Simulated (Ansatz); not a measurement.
**Other spins and charges of H3Si–AlH, doublet at one geometry**

Geometry (PBE0/def2-TZVP stationary point for this spin, not checked as a minimum):

```xyz
6

Si    0.0000    0.0493    1.1585
Al    0.0000   -0.1012   -1.3138
H     0.0000    1.4304    1.7233
H     1.1989   -0.6588    1.6941
H    -1.1989   -0.6588    1.6941
H     0.0000    1.2225   -2.2207
```

Basis cc-pVDZ; Ansatz 0.2.0. Correlated methods freeze the noble-gas cores. Prefix R: restricted or restricted open-shell reference; prefix U: unrestricted.

Gaps are energies of the second state less the first, at fixed atoms, for a selection of the levels run; each method lands on the state that its own search finds for that charge and spin.

For open shells CISD is restricted-active-space CI with the open shells as a complete middle space.

**Question.** PBE gives 9.529 eV for removing an electron, to the triplet. Estimate what UCCSDT(Q) gives in cc-pVDZ.

**Answer.** UCCSDT(Q) in cc-pVDZ gives 9.589 eV, so against it PBE is off by -0.060 eV, of which a good part can be the reference's own basis and frozen-core error.

```tsv
level	gap (eV)	error (meV)
RHF	9.103	-486
UHF	8.991	-598
RMP2	9.631	42
UMP2	9.590	1
CISD	9.542	-47
RCCSD	9.589	0
UCCSD	9.582	-7
RCCSD(T)	9.594	5
UCCSD(T)	9.592	3
BCCD(T)	9.593	4
RCCSDT	9.587	-2
UCCSDT	9.587	-2
RCCSDT(Q)	9.589	0
r2SCAN	9.608	19
PBE0	9.667	78
B3LYP	9.675	86
wB97M-V	9.728	139
B2PLYP	9.621	32
RPA-PBE	9.677	88
```

**Question.** PBE gives 3.266 eV for quartet less doublet. Estimate what UCCSDT(Q) gives in cc-pVDZ.

**Answer.** UCCSDT(Q) in cc-pVDZ gives 3.414 eV, so against it PBE is off by -0.148 eV, of which a good part can be the reference's own basis and frozen-core error.

```csv
level,gap (eV),error (meV)
RHF,3.178,-236
UHF,3.153,-261
RMP2,3.508,94
UMP2,3.494,80
CISD,3.421,7
RCCSD,3.444,30
UCCSD,3.442,28
RCCSD(T),3.428,14
UCCSD(T),3.428,14
BCCD(T),3.427,13
RCCSDT,3.414,0
UCCSDT,3.414,0
RCCSDT(Q),3.415,1
r2SCAN,3.225,-189
PBE0,3.376,-38
B3LYP,3.533,119
CAM-B3LYP,3.627,213
wB97M-V,3.735,321
B2PLYP,3.571,157
RPA-PBE,3.429,15
```

**Question.** PBE gives 7.414 eV for removing an electron, to the singlet. Estimate what UCCSDT(Q) gives in cc-pVDZ.

**Answer.** UCCSDT(Q) in cc-pVDZ gives 7.304 eV, so against it PBE is off by 0.110 eV, of which a good part can be the reference's own basis and frozen-core error.

| level | gap (eV) | error (meV) |
| --- | --- | --- |
| RHF | 7.136 | -168 |
| UHF | 7.172 | -132 |
| RMP2 | 7.290 | -14 |
| UMP2 | 7.295 | -9 |
| CISD | 7.286 | -18 |
| RCCSD | 7.303 | -1 |
| UCCSD | 7.305 | 1 |
| RCCSD(T) | 7.304 | 0 |
| UCCSD(T) | 7.305 | 1 |
| BCCD(T) | 7.305 | 1 |
| RCCSDT | 7.304 | 0 |
| UCCSDT | 7.305 | 1 |
| RCCSDT(Q) | 7.304 | 0 |
| r2SCAN | 7.582 | 278 |
| PBE0 | 7.517 | 213 |
| B3LYP | 7.465 | 161 |
| CAM-B3LYP | 7.507 | 203 |
| wB97M-V | 7.286 | -18 |
| B2PLYP | 7.352 | 48 |
| RPA-PBE | 7.482 | 178 |

In so small a basis the reference is far from its limit while semilocal and hybrid functionals are nearer theirs (RPA and double hybrids share part of the reference's basis error), so the functionals' errors here hold much of the reference's basis and frozen-core error, which can add to them or hide them.

Full CI isn't at hand for all of this; UCCSDT(Q) serves as the reference, and is uncertain by the last step of the cluster series or more. The frozen core follows each run's orbitals, which can shift R against U totals by a few meV.
